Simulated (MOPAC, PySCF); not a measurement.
CF$_{4}$, SMILES `FC(F)(F)F`, neutral singlet in the gas phase. 

Z-matrix (Å, degrees):
```
C
F 1 1.3180
F 1 1.3180 2 109.47
F 1 1.3180 2 109.47 3 120.00
F 1 1.3180 2 109.47 3 -120.00
```
Charge 0, multiplicity 1.

All levels are single points at this geometry (PBE0-D3(BJ)/def2-TZVP); Pople sets use spherical d functions. Orbital energies aren't observables, and empty levels follow the basis.

```tsv
level	HOMO (eV)	LUMO (eV)	gap (eV)	dipole (D)	vertical IE, Delta-SCF (eV)
PBE0-D3(BJ)/def2-TZVP in PySCF	-12.61	2.76	15.37	0.00	–
B3LYP/6-31G* in PySCF	-11.63	5.36	16.99	0.00	15.02
M06-2X/6-31G* in PySCF	-14.34	7.16	21.50	0.00	–
HF/3-21G in PySCF	-18.44	11.34	29.78	0.00	–
PM6 in MOPAC	-16.04	0.47	16.51	0.00	–
PM7 in MOPAC	-16.09	0.26	16.35	0.00	–
```
